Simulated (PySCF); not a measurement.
**Fluorine: a sound run and one with changed settings**

Sound run: F [He] 2s2 2p5, F⁺ [He] 2s2 2p4. Computed with PySCF 2.14 in 6-31G*, with the non-relativistic Hamiltonian (point nucleus). In the sound run the correlated levels freeze 1s2. The sound run starts from symmetry-adapted Hartree-Fock orbitals and uses a fine grid where one is needed.

A second run was set up differently.

```csv
species,method,sound run (hartree),changed run (hartree),converged
F,MP2,-99.48533,-99.44230,yes
F,CCSD(T),-99.49686,-99.44992,yes
F⁺,MP2,-98.86553,-98.82459,yes
F⁺,CCSD(T),-98.87940,-98.83033,yes
```

Ionisation energy of F:

| method | sound run (eV) | changed run (eV) |
| --- | --- | --- |
| UHF | 15.645 | 15.645 |
| MP2 | 16.866 | 16.809 |
| SCS-MP2 | 16.816 | 16.812 |
| CCSD | 16.795 | 16.851 |
| CCSD(T) | 16.802 | 16.860 |

Question: What was changed?
A. a valence shell is frozen
B. minimal basis
C. too few SCF iterations
D. basis contracted for another Hamiltonian

Answer: A. Freezing a valence shell removes pair correlation that changes on ionisation.
